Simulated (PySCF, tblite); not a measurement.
## A complex of sulfuric acid and ammonia

A gas-phase complex of sulfuric acid and ammonia; neutral, singlet. The structure comes from a short search (6 tight-binding starts) and was relaxed by PBE0-D3(BJ)/def2-SVPD; another way of binding may lie lower. No frequency run checks that it is a minimum.

Parts: 1 = sulfuric acid (O=S(=O)(O)O), atoms 1–7; 2 = ammonia (N), atoms 8–11.

```xyz
11

O     1.126    0.024   -0.533
S    -0.270    0.395    0.071
O    -1.069    1.033   -0.952
O    -0.086    0.981    1.389
O    -0.929   -1.061    0.368
H     1.846   -0.028    0.250
H    -1.351   -1.367   -0.447
N     2.726    0.019    1.466
H     2.127    0.555    2.095
H     2.911   -0.883    1.897
H     3.609    0.511    1.359
```
(Å; atoms numbered from 1)

Contacts between parts, classed by geometry: H6···N8 1.502 Å (hydrogen bond, 172°).

Deforming the relaxed parts to their shape here costs 5.8 kcal/mol, which the interaction energies leave out.

Interaction energies are complex less parts, with the parts frozen as they stand in it; counterpoise-corrected, in kcal/mol (PySCF).

Q: Give the interaction energy at each level run.

A: 
```tsv
level	interaction	superposition error removed
wB97M-D3(BJ)/def2-SVPD	-22.23	-1.64
PBE0-D3(BJ)/def2-SVPD	-24.06	-1.65
```

Q: What holds them together? Decompose the wB97M-D3(BJ)/def2-SVPD energy: frozen parts, their antisymmetrised product, then relaxation.

A: electrostatic -36.5, Pauli repulsion +44.6, orbital relaxation -29.9, dispersion correction -2.0 kcal/mol, which sum to the value before the counterpoise correction; the Pauli term holds the exchange-correlation of the frozen density too. Of the attraction, 53 % is electrostatic, 44 % is orbital relaxation, 3 % is dispersion correction.

The parts were also relaxed and run alone, at the levels used for the complex: shieldings by PBE0/pcSseg-2; core levels by delta-SCF with SCAN, pcX-2 on the ionised atom and pcseg-1 elsewhere, spin-free X2C (2p3/2 is the spin-free 2p value less a third of a first-order spin-orbit splitting).

Q: What does binding change?

A: 
```csv
property,alone,in the complex,change
O1–H6 bond (Å),0.969,1.065,+0.096
shielding of H6 (ppm),25.99,13.39,-12.60
shielding of N8 (ppm),262.5,239.9,-22.6
shielding of O1 (ppm),116.4,88.6,-27.7
O1 1s core level (eV),540.81,538.90,-1.91
S2 2p3/2 core level (eV),176.39,175.38,-1.01
N8 1s core level (eV),405.54,407.12,+1.58
```

Density functionals tend to overstate the lengthening and the red shift of so strongly bound an X–H bond.
